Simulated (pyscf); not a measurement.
Optimised with ωB97X-D3(BJ)/def2-SVP in PySCF.

### Question
Estimate by transition-state theory the rate constant of O=P–PH₂ + hydrogen (H₂) → O=PH + PH₃ (singlet surface; P–P, H–H broken, H–P, H–P formed) at 900 K, with ωB97M-D3(BJ)/def2-TZVP energies (ideal gas, 1 atm, RRHO with modes under 100 cm⁻¹ raised to 100, one conformer, R ln 2 for chiral ones without a mode under 150 cm⁻¹; no tunnelling).

### Answer
The electronic barrier is 26.9 kcal/mol and the thermal terms add +28.6, so ΔG‡ = 55.5 kcal/mol. With k_BT/h = 1.88e+13 s⁻¹ and RT = 1.788 kcal/mol, and a volume of 1.23e-19 cm³ per molecule at 1 atm, k = 7.6e-20 cm³ molecule⁻¹ s⁻¹. Wigner's tunnelling factor for 1238i cm⁻¹ would be 1.16. A shift of 1 kcal/mol in the barrier changes k by a factor 1.7. At the saddle there is also a short H–P contact that neither side keeps. One saddle was located; it need not be the lowest between these sides.
